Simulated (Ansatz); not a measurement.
RbNa: from a trial structure to a relaxed crystal

All numbers below come from DFT PBE, scalar-relativistic, plane waves, PAW in Ansatz. Cutoff 420 eV, Γ-centred k mesh, Gaussian smearing, no spin polarisation in the final step.

The start puts RbNa on the CoSn structure type (P6/mmm, No. 191), with Rb in place of Co, Na in place of Sn, at a guessed volume.

```xyz
6
Lattice="6.3251 0.0000 0.0000 -3.1625 5.4777 0.0000 0.0000 0.0000 5.1032" Properties=species:S:1:pos:R:3 pbc="T T T"
Rb    3.1625    0.0000    0.0000
Rb    1.5813    2.7388    0.0000
Rb   -1.5813    2.7388    0.0000
Na    0.0000    0.0000    0.0000
Na    0.0000    3.6518    2.5516
Na    3.1625    1.8259    2.5516
```

Cell and atoms relax at zero pressure; the relaxation can't lower the symmetry of the start. After a coarse first stage the cell is made exact in the group found at 0.06 Å.

The zero of energy is the elements' standard structures at the same level; no fitted shifts are applied.

(1) Describe the relaxed structure.

(2) What are its volume, energy, density and gap?

Results:

(1) It keeps P6/mmm (No. 191). The result has the CoSn (Rb on Co sites) structure. Conventional cell: a = 9.575 Å, c = 6.174 Å. Rb is coordinated by 4 Na at 4.14 Å, 2 Na at 4.79 Å and 4 Rb at 4.79 Å; around Na on Wyckoff site a (1 atom of the primitive cell) lie 6 Rb at 4.79 Å; Na on Wyckoff site d (2 atoms of the primitive cell) is coordinated by 6 Rb at 4.14 Å.

```cif
data_structure
_symmetry_space_group_name_H-M 'P6/mmm'
_symmetry_Int_Tables_number 191
_cell_length_a 9.5754
_cell_length_b 9.5754
_cell_length_c 6.1744
_cell_angle_alpha 90.000
_cell_angle_beta 90.000
_cell_angle_gamma 120.000
_cell_volume 490.28
loop_
_atom_site_label
_atom_site_type_symbol
_atom_site_symmetry_multiplicity
_atom_site_Wyckoff_symbol
_atom_site_fract_x
_atom_site_fract_y
_atom_site_fract_z
_atom_site_occupancy
Rb1 Rb 3 f 0.50000 0.00000 0.00000 1
Na1 Na 1 a 0.00000 0.00000 0.00000 1
Na2 Na 2 d 0.33333 0.66667 0.50000 1
```

(2) The volume per atom is 81.71 Å³. The density is 1.10 g/cm³ and the energy over the elements is 0.19 eV/atom. The gap on the 6×6×6 mesh is 0 eV (a metal).

The final run used a 6×6×6 mesh on its 6-atom cell and 0.10 eV smearing. The k mesh leaves about 4 meV/atom of noise in metals. Symmetry constrained the relaxation, so the result can be a saddle point. The steps took roughly 2 core-minutes in all.